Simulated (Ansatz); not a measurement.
Ansatz (an electronic-structure program) input (B3LYP/def2-TZVPPD): A basis named .json is the Basis Set Exchange file of that set (core-valence sets with the plain set on hydrogen).

Ansatz 0.2 input:
```yaml
crystal:
  periodic: [false, false, false]
  atoms:
    - {symbol: C, position_ang: [-0.00000000, 0.00000000, -0.00000000]}
    - {symbol: H, position_ang: [0.62054657, 0.62688914, 0.63896175]}
    - {symbol: H, position_ang: [-0.64285838, -0.62489528, 0.61852983]}
    - {symbol: H, position_ang: [0.63693263, -0.63278043, -0.61664082]}
    - {symbol: H, position_ang: [-0.61462083, 0.63078657, -0.64085076]}
basis:
  gaussian:
    orbitals: def2-TZVPPD.json
hamiltonian:
  xc: {name: B3LYP}
magnetization: {spin_polarized: false}
```

Output:

```
Functional definition: B3LYP
integrals: 0.01 GiB planned
410 factors; their error is unknown
mean field: 0.22 GiB planned
mean field evaluation 1: about -1097.5716 eV, gradient 5.0e1 eV
mean field evaluation 2: about -1095.4072 eV, gradient 5.4e1 eV
mean field evaluation 4: about -1103.1404 eV, gradient 6.3e-2 eV
mean field evaluation 8: about -1103.1264 eV, gradient 7.0e-4 eV
mean field -1103.12639808 eV, -40.5391474035 hartree, gradient 3.3e-5 eV, S^2 0.000000; 0 other end points of the search recorded, 0 dependent functions left out
reference -1103.12658769 eV, -40.5391543716 hartree; 5, 5 occupied and 100, 100 virtual orbitals, 410 factors
Total energy: -1103.12658769 eV, -40.5391543716 hartree
```
